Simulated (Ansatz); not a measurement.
Input file:

```yaml
crystal:
  periodic: [false, false, false]
  atoms:
    - {symbol: Ga, position_ang: [0.000000, 0.000000, 0.000000]}
    - {symbol: As, position_ang: [0.000000, 0.000000, 2.327300]}
basis:
  gaussian: {orbitals: cc-pVDZ}
magnetization: {spin_polarized: false}
correlation: {method: ccsdtq, electrons: outside_noble_gas}
```

```sh
$ ansatz run in.yaml --threads 2 --pin off --events-out ev --progress --plain --max-ram 24576MiB --backend cuda --devices 0, --max-vram 18GiB
```

Roughly how long does this take on 2 threads of AMD EPYC 7R13 with a shared H100 80 GB, shared host, and how much host memory?

30 s wall and 0.9 GiB.

```
1052 factors; integrals over basis functions are off by at most 1.0e-7 eV
mean field evaluation 1: about -113124.1089 eV, gradient 1.7e1 eV
mean field evaluation 2: about -113124.1488 eV, gradient 1.7e1 eV
mean field evaluation 4: about -113125.8577 eV, gradient 1.2e0 eV
mean field evaluation 8: about -113125.8733 eV, gradient 6.0e-2 eV
mean field evaluation 16: about -113125.8734 eV, gradient 4.8e-4 eV
mean field evaluation 32: about -113126.3322 eV, gradient 3.7e-5 eV
mean field evaluation 64: about -113126.3279 eV, gradient 1.7e-1 eV
mean field evaluation 96: about -113119.0156 eV, gradient 2.1e-4 eV
mean field evaluation 128: about -113115.9437 eV, gradient 1.4e1 eV
mean field evaluation 160: about -113126.3086 eV, gradient 4.8e-1 eV
...
mean field -113126.33215123 eV, -4157.3160267756 hartree, gradient 2.7e-6 eV, S^2 0.000000; 14 other end points of the search recorded, 0 dependent functions left out; unrestricted orbitals would lower it
...
determinant -113126.33215123 eV, -4157.3160267756 hartree, with singles and doubles -113130.48894609 eV, -4157.4687861692 hartree
determinant -113126.32999991 eV, -4157.3159477160 hartree, with singles and doubles -113130.45301442 eV, -4157.4674657048 hartree
determinant -113125.87344222 eV, -4157.2991695306 hartree, with singles and doubles -113130.69981041 eV, -4157.4765352902 hartree
determinant -113119.01564067 eV, -4157.0471499719 hartree, with singles and doubles -113123.13178044 eV, -4157.1984153184 hartree
determinant -113126.33215123 eV, -4157.3160267756 hartree, with singles and doubles -113130.46691011 eV, -4157.4679763618 hartree
determinant -113126.32999991 eV, -4157.3159477160 hartree, with singles and doubles -113130.46191090 eV, -4157.4677926445 hartree
determinant -113125.87344222 eV, -4157.2991695306 hartree, with singles and doubles -113130.70220086 eV, -4157.4766231376 hartree
...
unrestricted determinant -113127.59444302 eV, -4157.3624151435 hartree, S^2 1.1557
28 core orbitals not correlated: weight in the atoms' cores, before any rotation towards them, 0.999 or more for the frozen orbitals, at most 0.001 for the correlated occupied ones
reference -113125.87344222 eV, -4157.2991695306 hartree; 4, 4 occupied and 22, 22 virtual orbitals, 1052 factors
second order -4.15108466 eV of doubles, -0.00000000 eV of singles
...
cycle  17  -5.25003097 eV  change   -9.6e-6 eV  update   6.0e-5
cycle  18  -5.25003844 eV  change   -7.5e-6 eV  update   3.6e-5
cycle  19  -5.25005023 eV  change   -1.2e-5 eV  update   1.4e-5
cycle  20  -5.25006086 eV  change   -1.1e-5 eV  update   8.0e-6
cycle  21  -5.25006501 eV  change   -4.1e-6 eV  update   5.0e-6
cycle  22  -5.25006702 eV  change   -2.0e-6 eV  update   3.4e-6
cycle  23  -5.25006823 eV  change   -1.2e-6 eV  update   2.2e-6
cycle  24  -5.25006718 eV  change    1.0e-6 eV  update   1.1e-6
cycle  25  -5.25006728 eV  change   -9.5e-8 eV  update   7.3e-7
cycle  26  -5.25006713 eV  change    1.5e-7 eV  update   3.6e-7
Total energy: -113131.12350935 eV, -4157.4921059391 hartree
```

The determinant lies 0.46 eV above the lowest one of its kind in the log. The T1 diagnostic is 0.053.
